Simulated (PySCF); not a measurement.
Gas-phase reaction: 3 AlCH3 + C3H6 (propylene) + 3 CH4 ⇌ 3 Al(CH3)3

Method: PySCF energies plus ideal-gas RRHO corrections (1 bar). † marks an energy on the PBE0/def2-TZVP geometry and frequencies; other levels use their own. MP2 and CCSD(T) freeze the core. 6-31G* has spherical d functions here. All species are closed-shell singlets. B3LYP is the form with VWN-RPA correlation. Methyl groups turn as free rotors in Al(CH3)3. AlCH3: computed as isolated molecules; such fragments, hydroxides, amides, oligomers or adducts are transient or little studied in the gas. MP2 isn't extrapolated to the basis-set limit; its ΔH°(298 K) is -509.6 kJ in def2-SVP and -557.5 kJ in def2-TZVPP. CCSD(T) isn't extrapolated to the basis-set limit. The harmonic model lacks anharmonicity and excited electronic states, which grow with temperature; levels with a mode under 35 cm⁻¹ are left out. Internal rotation in C3H6 (propylene) is treated as a harmonic vibration of one conformer, which makes the entropy rough.

ΔH° and ΔS° at 298 K: B3LYP/def2-TZVP† -462 kJ, -499 J/K; BLYP/def2-TZVP† -421 kJ, -499 J/K; CCSD(T)/def2-SVP† -436 kJ, -499 J/K; HF/6-31G* -400 kJ, -503 J/K; HF/def2-TZVP† -421 kJ, -499 J/K; MP2/def2-SVP† -510 kJ, -499 J/K.

With the heat capacities included, give log10 K (1 bar) at 800, 1000, 1200, 1600, 2000 K from B3LYP/def2-TZVP†, BLYP/def2-TZVP†, CCSD(T)/def2-SVP†, HF/6-31G*, HF/def2-TZVP†, MP2/def2-SVP†.


```csv
T (K),B3LYP/def2-TZVP†,BLYP/def2-TZVP†,CCSD(T)/def2-SVP†,HF/6-31G*,HF/def2-TZVP†,MP2/def2-SVP†
800,4.6,1.9,2.9,0.3,1.9,7.7
1000,-1.2,-3.3,-2.5,-4.7,-3.3,1.3
1200,-5.0,-6.8,-6.1,-7.9,-6.8,-2.9
1600,-9.6,-10.9,-10.4,-11.9,-10.9,-8.0
2000,-12.3,-13.4,-13.0,-14.1,-13.4,-11.0
```
